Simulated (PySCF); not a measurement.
# C4H6O2: magnetic properties

What do calculations give for the magnetic properties of C4H6O2 (`CCOC=C=O`)?

Computed with PySCF 2.14.0 and routines of our own; the level stands in each step. Atoms count from 0.

## 1. The starting structure

12 atoms, charge 0, multiplicity 1; geometry from: GFN2-xTB.

## 2. Optimising the geometry at PBE0-D3(BJ)/def2-SVP

The job: settings as JSON, then the geometry in Å.

```
{"job": {"xc": "PBE0", "basis": "def2-SVP", "d3": "d3bj", "grid": 1, "kind": "geom"}, "charge": 0, "multiplicity": 1}
C     -1.882070    -0.190201    -0.254930
C     -0.430611    -0.229791     0.191037
O      0.320831     0.598222    -0.671834
C      1.666827     0.653058    -0.375120
C      2.284319     0.036108     0.588015
O      2.896167    -0.492496     1.435969
H     -2.484789    -0.821117     0.391794
H     -1.964070    -0.544449    -1.278772
H     -2.255039     0.829274    -0.209977
H     -0.039604    -1.258395     0.152012
H     -0.332142     0.128246     1.227641
H      2.221379     1.290856    -1.045343
```

Run with:

```console
> OMP_NUM_THREADS=1 python excited_run.py task.json out
```

The driver reads the jobs from task.json and runs them one after another.

Standard output:

```text
step   0  E = -305.84647018  max force = 0.031760
step   1  E = -305.84628999  max force = 0.011529
step   2  E = -305.84669913  max force = 0.006730
step   3  E = -305.84747899  max force = 0.005338
step   4  E = -305.84794994  max force = 0.003051
step   5  E = -305.84805127  max force = 0.001536
step   6  E = -305.84808912  max force = 0.000553
step   7  E = -305.84813510  max force = 0.000776
step   8  E = -305.84815981  max force = 0.000904
step   9  E = -305.84818192  max force = 0.000434
step  10  E = -305.84818503  max force = 0.000191
optimisation converged
```

Wall time 62 s (1 thread of Arm Neoverse N1, shared host); peak memory 0.5 GiB.

Along the way: (the energy doesn't fall at every step)

| step | energy from step 0 (eV) | largest force component (eV/Å) |
| --- | --- | --- |
| 0 | 0.0000 | 1.6332 |
| 1 | 0.0049 | 0.5928 |
| 2 | -0.0062 | 0.3461 |
| 3 | -0.0275 | 0.2745 |
| 4 | -0.0403 | 0.1569 |
| 5 | -0.0430 | 0.0790 |
| 6 | -0.0441 | 0.0284 |
| 7 | -0.0453 | 0.0399 |
| 8 | -0.0460 | 0.0465 |
| 9 | -0.0466 | 0.0223 |
| 10 | -0.0467 | 0.0098 |

Distances of close pairs at the start and the end, largest changes first:

| bond | before (Å) | after (Å) | change (Å) |
| --- | --- | --- | --- |
| C3–C4 | 1.300 | 1.326 | +0.026 |
| O2–C3 | 1.379 | 1.362 | -0.017 |
| C0–H6 | 1.086 | 1.100 | +0.013 |
| C0–H8 | 1.086 | 1.100 | +0.013 |
| C0–H7 | 1.086 | 1.100 | +0.013 |
| C3–H11 | 1.079 | 1.091 | +0.013 |
| C0–C1 | 1.519 | 1.507 | -0.012 |
| C1–H9 | 1.101 | 1.110 | +0.009 |

The final coordinates are the input of the step that follows.

| at the end point | value |
| --- | --- |
| rotational constants (GHz, main isotopes) | 10.014, 1.878, 1.614 |
| dipole moment (D) | 1.17 |

## 3. Magnetic properties: GIAO B97-2/aug-pcSseg-1

The job: settings as JSON, then the geometry in Å.

```
{"job": {"kind": "mag", "xc": "B97-2", "basis": "aug-pcSseg-1", "isotopologues": 2}, "charge": 0, "multiplicity": 1}
C     -1.793612    -0.423549    -0.459939
C     -0.425821    -0.264021     0.151917
O      0.328759     0.610965    -0.648932
C      1.599450     0.845509    -0.217124
C      2.195131     0.298131     0.833289
O      2.764168    -0.146979     1.753111
H     -2.407183    -1.105241     0.146606
H     -1.715681    -0.834602    -1.476922
H     -2.305649     0.547956    -0.518375
H      0.089747    -1.243998     0.224084
H     -0.498311     0.141298     1.182042
H      2.178397     1.551667    -0.814595
```

With the program's defaults for keys left out, this is: GIAO B97-2/aug-pcSseg-1 magnetisability, rotational g tensor and spin-rotation constants, non-relativistic, gas phase.

Standard output:

```text
coarse grid: 10240 points
cycle   1  E = -306.1107211672  dE =  9.002e-01  |g| = 8.069e-01  |ddm| = 5.015e+00
cycle   2  E = -305.7232359436  dE =  3.875e-01  |g| = 1.649e+00  |ddm| = 2.187e+00
cycle   3  E = -306.2241830718  dE = -5.009e-01  |g| = 2.170e-01  |ddm| = 1.533e+00
cycle   4  E = -306.2324922333  dE = -8.309e-03  |g| = 1.078e-01  |ddm| = 3.315e-01
cycle   5  E = -306.2348032666  dE = -2.311e-03  |g| = 2.461e-02  |ddm| = 1.261e-01
cycle   6  E = -306.2349393702  dE = -1.361e-04  |g| = 5.234e-03  |ddm| = 3.514e-02
cycle   7  E = -306.2349452887  dE = -5.919e-06  |g| = 1.249e-03  |ddm| = 5.902e-03
final grid: 99480 points
cycle   8  E = -306.2903989855  dE = -4.799e-05  |g| = 7.219e-03  |ddm| = 1.176e-01
cycle   9  E = -306.2903792278  dE =  1.976e-05  |g| = 1.270e-02  |ddm| = 1.659e-02
cycle  10  E = -306.2904070725  dE = -2.784e-05  |g| = 2.140e-03  |ddm| = 1.077e-02
cycle  11  E = -306.2904079793  dE = -9.068e-07  |g| = 4.750e-04  |ddm| = 2.240e-03
cycle  12  E = -306.2904080157  dE = -3.640e-08  |g| = 1.767e-04  |ddm| = 6.994e-04
cycle  13  E = -306.2904080226  dE = -6.853e-09  |g| = 4.793e-05  |ddm| = 2.618e-04
cycle  14  E = -306.2904080232  dE = -5.978e-10  |g| = 9.403e-06  |ddm| = 6.332e-05
converged SCF energy = -306.2904080232

Magnetisability tensor (1e-30 J/T^2)
     -882.21      -59.40       18.66
      -59.40     -775.46      -42.47
       18.66      -42.47     -717.67
isotropic -791.78   principal values    -908.69   -782.28   -684.36
isotropic susceptibility -47.682 1e-6 cm^3/mol

Inertial axes            a          b          c
rot. const./GHz     10.0143     1.8778     1.6138
chi total           -51.468    -44.468    -47.110
chi diamagnetic    -195.106   -705.833   -808.723
chi paramagnetic    143.639    661.365    761.613
quadrupole/D A       -1.817      2.429     -0.613
g nuclear            0.6197     0.5645     0.5645
g electronic        -0.6758    -0.5834    -0.5774
g total             -0.0561    -0.0189    -0.0129

Spin-rotation constants (kHz, H = +C I.J)
atom  isotope        aa         bb         cc
  6     1H       -0.867      0.010     -0.185
  7     1H       -0.833     -0.158     -0.031
  8     1H       -0.798     -0.147     -0.046
  9     1H       -0.714     -0.146     -0.015
 10     1H       -0.749     -0.158      0.002
 11     1H       -1.232      0.237     -0.181
  0    13C*       1.349      0.259      0.258
  1    13C*       2.432      0.298      0.414
  2    17O*      -1.326      0.159     -0.125
  3    13C*       1.659      0.676      0.318
  4    13C*       5.272      0.967      0.799
  5    17O*      -4.763     -0.920     -0.839
* in the singly substituted isotopologue

Isotopologues: g along a, b, c
2H    at 6,7,8,9,10,11     -0.0454    -0.0171    -0.0117
13C   at 0                 -0.0557    -0.0185    -0.0126
```

Wall time 42 s (1 thread of Arm Neoverse N1, shared host); peak memory 0.88 GiB.

From this job:

| quantity | value |
| --- | --- |
| magnetisability | -792·10⁻³⁰ J/T² |
| molar susceptibility | -47.7·10⁻⁶ cm³/mol |
| rotational g (a, b, c) | -0.0561, -0.0189, -0.0129 |

## 4. Results

| quantity | value |
| --- | --- |
| rotational constants (main isotopes) | 10.01, 1.88, 1.61 GHz |
| magnetisability (step 3, GIAO B97-2/aug-pcSseg-1) | -792·10⁻³⁰ J/T² |
| molar susceptibility (step 3, GIAO B97-2/aug-pcSseg-1) | -47.7·10⁻⁶ cm³/mol |
| rotational g (a, b, c) (step 3, GIAO B97-2/aug-pcSseg-1) | -0.0561, -0.0189, -0.0129 |

What this shows: The optimisation took 10 steps and gained 0.047 eV; among the close pairs (by a distance rule), C3–C4 changed most, from 1.300 to 1.326 Å. Vibrational averaging and real surroundings are missing from these values.
